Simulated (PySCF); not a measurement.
Homolysis of single bonds, series C SH-H. Gas-phase values, no solvent. One relaxed conformer stands for each flexible species; it need not be the lowest. Strings in code marks are SMILES.

The dipole moment from two functionals at the same geometries (B3LYP-D3(BJ)/def2-TZVP), both in PySCF: PBE-D3(BJ)/def2-TZVP and ωB97X-D3(BJ)/def2-TZVP. 

| species | ωB97X-D3(BJ)/def2-TZVP (D) |
|---|---|
| radical fragment (`[SH]`) | 0.91 |
| whole molecule (`CS`) | 1.61 |
| radical fragment (`[CH3]`) | 0.00 |
| whole molecule (`C`) | 0.00 |

What does PBE-D3(BJ)/def2-TZVP give for each?


- radical fragment (`[SH]`): 0.87
- whole molecule (`CS`): 1.57
- radical fragment (`[CH3]`): 0.00
- whole molecule (`C`): 0.00
Over these rows, drawn at random from the members with no instability flagged (it was tested for open shells, ions and some series alone), PBE minus ωB97X-D3(BJ): mean -0.02 D, from -0.04 D to 0.00 D.
